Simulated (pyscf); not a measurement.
Four-centre exchange: H₃C–N(CH₃)–Si(OH)(OH)–OH + hydrogen (H₂) -> H₃C–N(CH₃)–Si(OH)(OH)–OH + hydrogen (H₂)

Gas phase, singlet surface, charge 0. Bonds broken: C1–H8, H17–H18. Bonds formed: C1–H17, H8–H18. PySCF, gas phase, ωB97X-D3(BJ)/def2-SVP geometries.

Transition state (Å):

```xyz
18

C      0.5278    -0.6931     1.0937
N     -0.2564     0.3631     0.7550
C     -0.3545     1.4809     1.6927
Si    -1.0620     0.4154    -0.8030
O     -2.4753     1.2036    -0.4980
O     -0.2832     1.2678    -1.9786
O     -1.1868    -1.1370    -1.3458
H      2.2160    -1.5872     1.1410
H      1.0047    -0.6764     2.0651
H      0.6289    -1.4913     0.3726
H     -1.1892     2.1310     1.4010
H     -0.5482     1.1049     2.7100
H      0.5761     2.0727     1.7051
H     -2.8785     1.6555    -1.2468
H      0.3995     0.8069    -2.4770
H     -1.5257    -1.8004    -0.7348
H      0.7564    -2.4295     1.8783
H      1.7145    -2.3185     1.6072
```

One imaginary mode, 1345i cm⁻¹; descent along it reached the two sides named.

| bond | change | reactant side (Å) | saddle | product side |
|---|---|---|---|---|
| C1–H8 | breaks | 1.108 | 1.911 | 3.9 |
| H17–H18 | breaks | 0.760 | 1.002 | 2.8 |
| C1–H17 | forms | 3.6 | 1.919 | 1.109 |
| H8–H18 | forms | 2.8 | 1.002 | 0.760 |

Electronic energies relative to the separated reactants (kJ/mol):

```tsv
level	barrier	reaction energy	reverse barrier
ωB97X-D3(BJ)/def2-TZVP	400.0	0.0	400.0
PBE/def2-TZVP	335.3	0.0	335.3
r²SCAN/def2-TZVP	355.6	0.0	355.6
B3LYP-D3(BJ)/def2-TZVP	364.0	0.0	364.0
PBE0-D3(BJ)/def2-TZVP	366.1	0.0	366.1
M06-2X/def2-TZVP	404.6	0.0	404.6
ωB97M-D3(BJ)/def2-TZVP	384.2	0.0	384.2
HF/def2-TZVP	482.3	0.0	482.3
```

With ωB97M-D3(BJ)/def2-TZVP energies and thermal terms (ideal gas, 1 atm, RRHO with modes under 100 cm⁻¹ raised to 100, one conformer, R ln 2 for chiral ones without a mode under 150 cm⁻¹), in kJ/mol:

| T (K) | ΔH‡ | ΔG‡ | ΔH | ΔG |
|---|---|---|---|---|
| 298 | 373.0 | 409.3 | 0.0 | 0.0 |
| 600 | 371.6 | 447.0 | 0.0 | 0.0 |
| 900 | 373.3 | 484.4 | 0.0 | 0.0 |
| 1200 | 375.8 | 521.1 | 0.0 | 0.0 |

The same reactants have a lower exit, to HO–SiH(OH)–OH + H₃C–NH–CH₃ (barrier +168.0 kJ/mol at ωB97M-D3(BJ)/def2-TZVP, against +384.2 kJ/mol here). One saddle was located; it need not be the lowest between these sides.
